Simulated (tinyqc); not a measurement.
G0W0 on RHF in the sto-3g basis, for H2O, spin multiplicity 1, step by step. One step of it, computed by the program tinyqc.

Problem. Iteration 9 (converged): orbitals. Diagonalise F' = X^T F X, C = X C', fill 5 alpha and 5 beta electrons from the bottom; D = 2 C_occ C_occ^T. Each column has its largest component positive (the first on a tie).

converged F (hartree), lower triangle:
```
             1O 1s      1O 2s     1O 2px     1O 2py     1O 2pz      2H 1s      3H 1s
1O 1s   -20.254709
1O 2s    -5.164294  -2.419912
1O 2px    0.000000   0.000000  -0.390534
1O 2py   -0.001443  -0.015469   0.000000  -0.248926
1O 2pz   -0.026356  -0.087418   0.000000  -0.017707  -0.291938
2H 1s    -1.000295  -0.899769   0.000000  -0.370701  -0.356202  -0.489866
3H 1s    -0.835991  -0.792250   0.000000   0.345896  -0.334989  -0.291780  -0.412401
```

X, lower triangle:
```
            1O 1s      1O 2s    1O 2px     1O 2py     1O 2pz      2H 1s     3H 1s
1O 1s    1.023740
1O 2s   -0.138028   1.173314
1O 2px   0.000000   0.000000  1.000000
1O 2py  -0.001028   0.013666  0.000000   1.076939
1O 2pz  -0.008343   0.082658  0.000000   0.006511   1.045144
2H 1s    0.020586  -0.256858  0.000000  -0.192947  -0.138612   1.163182
3H 1s    0.018458  -0.213089  0.000000   0.171982  -0.119190  -0.073313  1.127468
```

Give: F' = X^T F X; orbital energies; coefficients C; D after iteration 9.

Solution.

F' = X^T F X (hartree), lower triangle:
```
          1        2        3        4        5        6        7
1  -19.8792
2   -2.6871  -1.3006
3    0.0000   0.0000  -0.3905
4   -0.0022   0.0095   0.0000  -0.0176
5   -0.0552   0.1079   0.0000  -0.0032  -0.1505
6   -0.1340  -0.4575   0.0000  -0.4240  -0.3304  -0.0056
7   -0.0923  -0.3919   0.0000   0.3961  -0.3024  -0.0819  -0.0210
```

orbital energies (hartree): MO1 -20.2631, MO2 -1.2244, MO3 -0.5559, MO4 -0.4484, MO5 -0.3905, MO6 0.4990, MO7 0.6183

coefficients C:
```
            MO1      MO2      MO3      MO4     MO5      MO6      MO7
1O 1s    0.9944  -0.2374   0.0152   0.0970  0.0000   0.1076   0.0391
1O 2s    0.0245   0.8737  -0.0806  -0.4972  0.0000  -0.6553  -0.2590
1O 2px   0.0000   0.0000   0.0000   0.0000  1.0000   0.0000   0.0000
1O 2py   0.0004   0.0157   0.6116  -0.0496  0.0000   0.2647  -0.8832
1O 2pz   0.0035   0.0973   0.0635   0.7384  0.0000  -0.7200  -0.2355
2H 1s   -0.0052   0.1599   0.4676   0.2804  0.0000   0.4798   0.9634
3H 1s   -0.0044   0.1345  -0.4329   0.3655  0.0000   0.8850  -0.4938
```

D after iteration 9, lower triangle:
```
          1O 1s    1O 2s  1O 2px   1O 2py  1O 2pz    2H 1s   3H 1s
1O 1s    2.1096
1O 2s   -0.4651   2.0353
1O 2px   0.0000   0.0000  2.0000
1O 2py   0.0024  -0.0220  0.0000   0.7535
1O 2pz   0.1059  -0.5744  0.0000   0.0076  1.1176
2H 1s   -0.0177  -0.0751  0.0000   0.5492  0.5046   0.6458
3H 1s   -0.0149  -0.0590  0.0000  -0.5615  0.5110  -0.1568  0.6782
```
